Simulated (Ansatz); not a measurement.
**AlB, singlet: the ladder up to full CI**

Geometry: a point of a stretch scan, not a stationary point.

```
atom   x (Å)   y (Å)   z (Å)
   B  0.0000  0.0000  0.0000
  Al  0.0000  0.0000  6.9360
```

Basis cc-pVDZ; Ansatz 0.2.0. Correlated methods freeze the noble-gas cores, which leaves 6 electrons in 26 orbitals. R marks a restricted (for open shells ROHF) determinant, U an unrestricted one. Active spaces: pair = (2e, 2o) about the gap; valence = (6e, 8o) chosen from the atoms' valence shells.

Full CI is exact within this basis and frozen core; it isn't the basis-set limit. The frozen core follows each run's orbitals, which can shift R against U totals by a few meV.

Unrestricted rows (U) aren't spin-pure: their determinants' ⟨S²⟩ exceeds S(S+1) by up to 1.02, so they mix in states of higher spin.

The UHF ⟨S²⟩ is 1.022, the T1 diagnostic (RCCSD) is 0.0646 and the largest doubles amplitude (RCCSD) is 0.867.

```tsv
level	E − E(full CI) (mEh)	wall time
RHF†	242.65	–
UHF	108.00	–
RMP2†	63.65	–
UMP2	40.90	–
CISD†	53.57	0.88 s
RCCSD*†	20.65	–
UCCSD	2.27	–
RCCSD(T)*†	-7.92	3 s
UCCSD(T)	0.78	6 s
BCCD(T)*†	-6.27	3.3 s
RCCSDT*†	0.64	–
UCCSDT	0.06	–
RCCSDT(Q)*†	0.09	6 s
UCCSDT(Q)	0.05	11 s
RCCSDTQ*†	0.28	32 s
CASSCF (valence space)†	57.19	–
NEVPT2 (valence space)†	17.82	3.7 s
MRCISD (valence space)†	2.72	–
MRCISD+Q (valence space)†	-0.35	4.5 s
```

An asterisk marks runs whose energy the program itself flagged as in doubt. A dagger marks rows that describe another state than the reference (another or a broken symmetry, a higher spin or other natural occupations), so the difference isn't the method's error.

Run but not shown, since their state, orbitals or frozen core can't be matched to the reference's or they repeat it: CASSCF (pair space), NEVPT2 (pair space), MRCISD (pair space), MRCISD+Q (pair space).

Times hold each run's SCF and search for its determinant on a shared host, so for small cases they say little of a method's own cost; they ran on 1 thread of Arm Neoverse V1.

The restricted determinant belongs to another symmetry than the lowest state (B2); the lowest full-CI state of the determinant's symmetry (A1) lies 0.005 eV higher, and methods that keep that symmetry describe that state.

The full-CI state has the irrep B2 of C2v, in the program's axes (one component, if the state is degenerate).

Natural occupations of full CI about the gap: 1.886 1.878 0.600 0.592 0.438 0.429 0.052 0.045 0.010 0.010; effectively unpaired electrons, Σ n²(2−n)², 2.44. No single determinant describes this state well, so single-reference rows can miss without a flag.
